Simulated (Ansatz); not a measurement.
# CH3FSi: the cost of one run

Computed with Ansatz 0.2.0, Gaussian basis. Level: r2SCAN-D4/def2-SVP.

### Step 1. The starting structure

SMILES `C=[SiH]F`, 6 atoms, charge 0, spin multiplicity 1.

Atoms are counted from 1 here; the program's logs count them from 0.

Bond lengths: C1–Si2 1.744 Å, C1–H4 1.077 Å, C1–H5 1.074 Å, Si2–F3 1.613 Å, Si2–H6 1.442 Å. Angles: Si2–C1–H4 121.8°, Si2–C1–H5 122.4°, H4–C1–H5 115.8°, C1–Si2–F3 121.7°, C1–Si2–H6 136.9°, F3–Si2–H6 101.4°.

As a file:

```
C    -0.7106    0.3069   -0.6338
Si    0.5404   -0.1190    0.5041
F     1.0360   -1.6427    0.6890
H    -1.1920   -0.4321   -1.2516
H    -1.0485    1.3180   -0.7654
H     1.3746    0.5689    1.4576
```

### Step 2. The run

md/in.yaml reads:

```yaml
crystal:
  periodic: [false, false, false]
  atoms:
    - {symbol: C, position_ang: [-0.710610, 0.306890, -0.633820]}
    - {symbol: Si, position_ang: [0.540410, -0.119020, 0.504140]}
    - {symbol: F, position_ang: [1.036010, -1.642700, 0.689020]}
    - {symbol: H, position_ang: [-1.191950, -0.432070, -1.251590]}
    - {symbol: H, position_ang: [-1.048460, 1.317980, -0.765380]}
    - {symbol: H, position_ang: [1.374600, 0.568910, 1.457630]}
basis:
  gaussian: {orbitals: def2-SVP}
hamiltonian: {xc: r2scan, dispersion: d4}
md: {n_steps: 60, timestep: 0.5, temperature: 300, ensemble: nvt_langevin, seed: 237, friction: 0.05, initial_velocities: maxwell_boltzmann}
```

Launch:

```console
$ ansatz run in.yaml --threads 2 --pin off --events-out ev --progress --plain --max-ram 3481MiB
```

**Question.** How long does this run take on 2 threads of Intel Xeon at 2.50GHz, shared host, and how much memory does it need?

About 2.1 min, with a peak of 0.13 GiB.
